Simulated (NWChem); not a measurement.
**Correlation energy of CHO (+1)**

```xyz
3

C      0.0000     0.0000    -0.5219
O      0.0000     0.0000     0.5966
H      0.0000     0.0000    -1.6409
```
Charge +1, spin multiplicity 1.

Program: NWChem. Structure: optimised with PBE/def2-SVP, a minimum by its harmonic frequencies.

Basis set: def2-TZVP. Each correlation energy counts from its own Hartree-Fock reference.

The correlated methods keep 2 core orbitals frozen. The structure started from a generated list of species. No row is a measurement; the coupled-cluster row has its own basis-set and correlation limits.

### Question
Order these methods by the correlation energy they give, lowest first: CCSD, CR-CCSD(T), SCS-MP2, CCSD+T(CCSD), CCSD(T).

### Answer
CCSD+T(CCSD) (-383.1 mHa), CCSD(T) (-381.2 mHa), CR-CCSD(T) (-378.1 mHa), CCSD (-364.0 mHa), SCS-MP2 (-357.8 mHa)
